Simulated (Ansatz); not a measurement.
A displaced shape of singlet CH₃O(-):

```xyz
5

C     0.0199   -0.0392   -0.4842
O    -0.0005    0.0436    0.7569
H    -0.0310   -1.0521   -1.1004
H    -0.9238    0.4763   -1.0691
H     0.8577    0.4795   -1.0647
```

It was optimised with HF/def2-SVP in Ansatz (development build ahead of 0.2.0) to forces under 0.001 eV/Å, with restricted orbitals. Each step stands on the lowest determinant of that kind that the program's search found.

(1) What shape does it relax to, and how does the optimisation go?

Answers

(1)

```yaml
atoms:
  - { symbol: C, position_ang: [-0.0149, -0.0175, -0.5380] }
  - { symbol: O, position_ang: [-0.0007, 0.0035, 0.7582] }
  - { symbol: H, position_ang: [-0.0189, -1.0449, -1.0441] }
  - { symbol: H, position_ang: [-0.9041, 0.4820, -1.0591] }
  - { symbol: H, position_ang: [0.8609, 0.4850, -1.0786] }
```

Bond lengths: C1–O2 1.296 Å, C1–H3 1.145 Å, C1–H4 1.145 Å, C1–H5 1.145 Å. Angles: O2–C1–H3 117.2°, O2–C1–H4 117.2°, O2–C1–H5 117.2°, H3–C1–H4 100.8°, H3–C1–H5 100.8°, H4–C1–H5 100.8°.

| step | E − E(start) (eV) | largest force (eV/Å) |
| --- | --- | --- |
| 1 | 0.0000 | 3.9191 |
| 2 | -0.1409 | 1.7238 |
| 3 | -0.1892 | 0.4725 |
| 4 | -0.1976 | 0.1060 |
| 5 | -0.1979 | 0.0465 |
| 6 | -0.1979 | 0.0035 |
| 7 | -0.1979 | 0.0005 |

The optimisation ended after 7 steps with its threshold met. Caution: no diffuse functions for an anion.
